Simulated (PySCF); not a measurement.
hydrogen chloride (ClH), SMILES Cl.

Coordinates come from a PBE-D3(BJ)/def2-TZVPD optimisation.

Method: PySCF 2.14.0 with PBE-D3(BJ)/def2-TZVPD.

Frequencies are harmonic and unscaled.

Computed vibrational spectrum:
```json
[
 {"mode": "1", "ν (cm⁻¹)": "2894", "IR (km/mol)": "38.2", "moving atoms (share of kinetic energy)": "H 97 %"}
]
```
